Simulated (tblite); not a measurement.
Record of a relaxation.

Compound: C₄HO (charge -1).
Numbering: `[CH:1]#[C:2][C:3]#[C:4][O-:5]` (hydrogens: H6 on C1)
Bond orders are those of one Lewis drawing.

Computed with GFN2-xTB (tblite), gas phase: L-BFGS steps from a force-field or distance-geometry start until the largest atomic force falls under 0.01 eV/Å.

Step 0: E = -358.3598 eV, largest atomic force 7.472 eV/Å
```
atom  x, y, z in Å  |  force x, y, z in eV/Å
C1      1.652   -1.188    0.035   -0.849   0.606   0.040
C2      0.665   -0.479    0.080   -3.650   2.648   0.257
C3     -0.570    0.413    0.163    4.620  -3.340  -0.293
C4     -1.552    1.125    0.205   -6.083   4.318   0.426
O5     -2.692    1.937    0.284    5.988  -4.254  -0.427
H6      2.500   -1.806   -0.015   -0.026   0.022  -0.003
```

Step 1: E = -358.5611 eV, largest atomic force 12.292 eV/Å
```
atom  x, y, z in Å  |  force x, y, z in eV/Å
C1      1.640   -1.179    0.036   -2.866   2.062   0.138
C2      0.613   -0.441    0.084    0.826  -0.581  -0.012
C3     -0.504    0.365    0.158   -5.627   4.064   0.253
C4     -1.639    1.187    0.211    9.955  -7.191  -0.522
O5     -2.606    1.876    0.278   -1.829   1.313   0.123
H6      2.499   -1.806   -0.015   -0.460   0.332   0.019
```

Step 2: E = -359.3654 eV, largest atomic force 3.121 eV/Å
```
atom  x, y, z in Å  |  force x, y, z in eV/Å
C1      1.616   -1.162    0.037   -0.963   0.683   0.039
C2      0.612   -0.440    0.084   -0.992   0.727   0.094
C3     -0.536    0.389    0.160   -0.983   0.713   0.002
C4     -1.577    1.142    0.208    1.460  -1.096  -0.006
O5     -2.608    1.878    0.278    2.541  -1.802  -0.184
H6      2.496   -1.804   -0.014   -1.062   0.775   0.055
```

Step 3: E = -359.5871 eV, largest atomic force 4.103 eV/Å
```
atom  x, y, z in Å  |  force x, y, z in eV/Å
C1      1.590   -1.144    0.038   -0.722   0.509   0.027
C2      0.588   -0.422    0.086   -0.622   0.456   0.069
C3     -0.556    0.403    0.160    3.324  -2.397  -0.204
C4     -1.542    1.115    0.207   -2.001   1.418   0.140
O5     -2.553    1.839    0.274    1.260  -0.889  -0.099
H6      2.476   -1.789   -0.013   -1.239   0.904   0.066
```

Step 4: E = -359.7399 eV, largest atomic force 1.610 eV/Å
```
atom  x, y, z in Å  |  force x, y, z in eV/Å
C1      1.562   -1.123    0.039    0.771  -0.566  -0.047
C2      0.572   -0.411    0.088   -0.487   0.353   0.041
C3     -0.532    0.386    0.157    0.930  -0.668  -0.065
C4     -1.529    1.105    0.208    0.068  -0.063   0.016
O5     -2.521    1.816    0.271    0.018  -0.004  -0.015
H6      2.451   -1.771   -0.012   -1.300   0.948   0.070
```

Step 5: E = -359.7556 eV, largest atomic force 3.477 eV/Å
```
atom  x, y, z in Å  |  force x, y, z in eV/Å
C1      1.559   -1.122    0.039   -1.569   1.130   0.080
C2      0.553   -0.397    0.090    2.817  -2.033  -0.149
C3     -0.510    0.370    0.155   -1.108   0.802   0.060
C4     -1.510    1.091    0.208    0.090  -0.074   0.010
O5     -2.501    1.802    0.269   -0.049   0.042  -0.007
H6      2.412   -1.742   -0.010   -0.181   0.133   0.006
```

Step 6: E = -359.7978 eV, largest atomic force 0.550 eV/Å
```
atom  x, y, z in Å  |  force x, y, z in eV/Å
C1      1.553   -1.117    0.039    0.445  -0.322  -0.024
C2      0.571   -0.410    0.089   -0.384   0.275   0.026
C3     -0.512    0.372    0.155   -0.196   0.144   0.004
C4     -1.511    1.091    0.208    0.404  -0.299  -0.011
O5     -2.499    1.801    0.269   -0.284   0.209   0.009
H6      2.401   -1.735   -0.009    0.014  -0.008  -0.004
```

Step 7: E = -359.8001 eV, largest atomic force 0.087 eV/Å
```
atom  x, y, z in Å  |  force x, y, z in eV/Å
C1      1.557   -1.121    0.039   -0.071   0.050   0.003
C2      0.570   -0.410    0.089    0.023  -0.017   0.006
C3     -0.515    0.374    0.155    0.061  -0.042  -0.010
C4     -1.512    1.093    0.208   -0.029   0.012   0.015
O5     -2.505    1.805    0.269    0.040  -0.023  -0.011
H6      2.407   -1.739   -0.010   -0.025   0.020  -0.002
```

Step 8: E = -359.8003 eV, largest atomic force 0.016 eV/Å
```
atom  x, y, z in Å  |  force x, y, z in eV/Å
C1      1.556   -1.120    0.039   -0.001   0.000  -0.001
C2      0.570   -0.409    0.089    0.006  -0.006   0.006
C3     -0.514    0.373    0.155   -0.002   0.004  -0.006
C4     -1.511    1.092    0.208   -0.010   0.000   0.012
O5     -2.503    1.804    0.269    0.006   0.001  -0.008
H6      2.405   -1.738   -0.010    0.001   0.002  -0.004
```

Step 9: E = -359.8003 eV, largest atomic force 0.012 eV/Å
```
atom  x, y, z in Å  |  force x, y, z in eV/Å
C1      1.556   -1.120    0.039    0.000  -0.001  -0.001
C2      0.570   -0.409    0.090   -0.001  -0.001   0.007
C3     -0.514    0.373    0.155    0.000   0.002  -0.006
C4     -1.511    1.092    0.208   -0.002  -0.005   0.011
O5     -2.503    1.804    0.269    0.001   0.004  -0.008
H6      2.405   -1.737   -0.010    0.002   0.001  -0.004
```

Step 10: E = -359.8003 eV, largest atomic force 0.022 eV/Å
```
atom  x, y, z in Å  |  force x, y, z in eV/Å
C1      1.556   -1.120    0.039    0.005  -0.005  -0.001
C2      0.570   -0.409    0.090   -0.018   0.011   0.007
C3     -0.514    0.373    0.155    0.004  -0.001  -0.004
C4     -1.512    1.091    0.209    0.015  -0.014   0.005
O5     -2.503    1.804    0.268   -0.009   0.009  -0.004
H6      2.405   -1.737   -0.010    0.002   0.000  -0.003
```

Step 11: E = -359.8003 eV, largest atomic force 0.020 eV/Å
```
atom  x, y, z in Å  |  force x, y, z in eV/Å
C1      1.556   -1.120    0.039    0.004  -0.004  -0.001
C2      0.570   -0.410    0.091   -0.017   0.009   0.007
C3     -0.514    0.373    0.154    0.004  -0.002  -0.003
C4     -1.512    1.091    0.210    0.015  -0.010  -0.001
O5     -2.503    1.804    0.268   -0.009   0.006   0.000
H6      2.405   -1.737   -0.011    0.003   0.000  -0.002
```

Step 12: E = -359.8004 eV, largest atomic force 0.008 eV/Å
```
atom  x, y, z in Å  |  force x, y, z in eV/Å
C1      1.556   -1.120    0.039    0.001  -0.002  -0.001
C2      0.570   -0.410    0.091   -0.006   0.002   0.005
C3     -0.514    0.373    0.154    0.002  -0.001  -0.001
C4     -1.512    1.091    0.211    0.006  -0.002  -0.003
O5     -2.503    1.805    0.267   -0.004   0.001   0.001
H6      2.405   -1.737   -0.011    0.001   0.001  -0.001
```

**Question.** Summarise the path.

**Answer.** The energy falls by 138.99 kJ/mol from step 0 to step 12; nine tenths of that is first reached at step 4. It falls at every step. The largest force goes from 7.472 to 0.008 eV/Å. Among the bonds C2–C3 changes most, from 1.526 to 1.338 Å; the atoms move by 0.131 Å rms after alignment.

**Question.** Follow the three bonds and two angles with the largest change from start to end.

**Answer.** 
| step | E above end (kJ/mol) | largest force (eV/Å) | C2–C3 (Å) | C4–O5 (Å) | C3≡C4 (Å) | C3–C4–O5 (°) | C2–C3–C4 (°) |
| --- | --- | --- | --- | --- | --- | --- | --- |
| 0 | 138.99 | 7.472 | 1.526 | 1.401 | 1.214 | 178.7 | 178.9 |
| 1 | 119.57 | 12.292 | 1.380 | 1.190 | 1.403 | 178.8 | 179.0 |
| 2 | 41.97 | 3.121 | 1.419 | 1.269 | 1.285 | 178.9 | 179.1 |
| 3 | 20.58 | 4.103 | 1.412 | 1.245 | 1.217 | 179.1 | 179.3 |
| 4 | 5.84 | 1.610 | 1.363 | 1.223 | 1.230 | 179.3 | 179.4 |
| 5 | 4.32 | 3.477 | 1.312 | 1.221 | 1.233 | 179.5 | 179.6 |
| 6 | 0.25 | 0.550 | 1.337 | 1.218 | 1.232 | 179.6 | 179.6 |
| 7 | 0.02 | 0.087 | 1.340 | 1.223 | 1.230 | 179.6 | 179.6 |
| 8 | 0.00 | 0.016 | 1.338 | 1.223 | 1.230 | 179.6 | 179.6 |
| 9 | 0.00 | 0.012 | 1.338 | 1.223 | 1.230 | 179.6 | 179.7 |
| 10 | 0.00 | 0.022 | 1.339 | 1.223 | 1.230 | 179.8 | 179.8 |
| 11 | 0.00 | 0.020 | 1.339 | 1.222 | 1.230 | 179.9 | 179.8 |
| 12 | 0.00 | 0.008 | 1.338 | 1.223 | 1.230 | 179.9 | 179.8 |

The cost below is that of the whole relaxation. The run took under 0.1 s on an Arm Neoverse N1 with one thread, shared host.
